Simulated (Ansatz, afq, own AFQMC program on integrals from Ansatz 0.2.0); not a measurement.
AFQMC on a folder of integrals that Ansatz 0.2.0 wrote.

```yaml
crystal:
  periodic: [false, false, false]
  atoms:
    - {symbol: Al, position_ang: [0.000000, 0.000000, 0.618954]}
    - {symbol: C, position_ang: [0.000000, 0.000000, -1.111332]}
    - {symbol: H, position_ang: [0.000000, -0.786800, -1.663022]}
    - {symbol: H, position_ang: [0.000000, 0.786800, -1.663022]}
basis:
  gaussian: {orbitals: cc-pVDZ}
magnetization: {spin_polarized: true, initial_magnetization: 1}
correlation: {method: ccsd_t, electrons: outside_noble_gas, hamiltonian_folder: ham}
```

```sh
$ ansatz run in.yaml --threads 1 --pin off --events-out ev --progress --plain --max-ram 1382MiB
```

afq runs on the folder ham with

```
--method phaseless --trial cisd --walkers 60 --populations 1 --least-time 40 --time-step 0.005 --steps-per-block 50 --equilibration-blocks 28 --max-blocks 300 --target-error 0.00036 --factor-cut 1e-05 --start spin_pure --seed 7307 --release-times 0.24,0.51,0.99,1.62,2.4 --release-step 0.03 --release-every 4 --taylor-order 6
```

Times are imaginary, in 1/Eh. The walk had a cap of 1011 s.

afq prints:

```
orbitals 36  electrons 5 4  factors 284 of 399
reference energy -280.82677125 Eh
CCSD correlation -0.18993152 Eh in 10 cycles, weight of the determinant in the CISD state 0.8854
energy of the start -281.016581 Eh
 block  time / (1/Eh)  mean weight  energy / Eh
     1     0.250  1.0002  -281.014627
     2     0.500  0.9995  -281.017874
     3     0.750  1.0012  -281.017772
     4     1.000  0.9991  -281.016292
     5     1.250  0.9981  -281.018054
    10     2.500  0.9997  -281.020940
    37     9.250  1.0011  -281.017577
    67    16.750  1.0022  -281.022976
    97    24.250  0.9997  -281.017117
   103    25.750  1.0020  -281.016556
   109    27.250  0.9999  -281.029197
   127    31.750  0.9993  -281.017621
   157    39.250  0.9999  -281.019567
   187    46.750  0.9980  -281.020543
   217    54.250  0.9984  -281.020351
   247    61.750  1.0006  -281.020438
blocks merged  error / Eh  count
     1  0.000231  220
     2  0.000298  110
     4  0.000343  55
     8  0.000355  27
    16  0.000376  13
released: time / (1/Eh)  energy / Eh  error  mean overlap
  0.24  -281.021892  0.000394  0.9893
  0.51  -281.021948  0.000366  0.9876
  0.99  -281.022039  0.000318  0.9775
  1.62  -281.021994  0.000394  0.9558
  2.40  -281.022227  0.000429  0.9348
energy -281.021279 +/- 0.000355 Eh
(rows thinned)
```

The run passed its tests (sampling time, drift between the halves within three errors, error under three times the target), which doesn't prove that it has relaxed.

Against this walk (error 9.7 meV) on the same determinant: CCSD(T) 7.9 meV higher (within the noise), CCSDT(Q) 18.4 meV lower (within the noise). The error is statistical and leaves out the bias of the constraint. Released to 2.40 1/Eh the energy moves by -26 ± 15 meV (both errors), within twice the noise.

Cautions: constraint bias not in the error; an unrestricted solution with more broken spin lies lower (16 meV, ⟨S²⟩ 0.93).

The walk took 8.9 min on 1 thread of Intel(R) Xeon(R) Platinum 8259CL CPU @ 2.50GHz (Skylake/Cascade Lake), on a shared host. The log's last line is the phaseless energy.

CCSDT and higher add their correlation energy to the determinant of the CCSD(T) run, since their own runs factorise the integrals more tightly (a shift of under 2 meV). A walk keeps the symmetry of its determinant, which the program's search chose and which needn't be the lowest solution, so a lower state of the same spin and another symmetry isn't excluded.
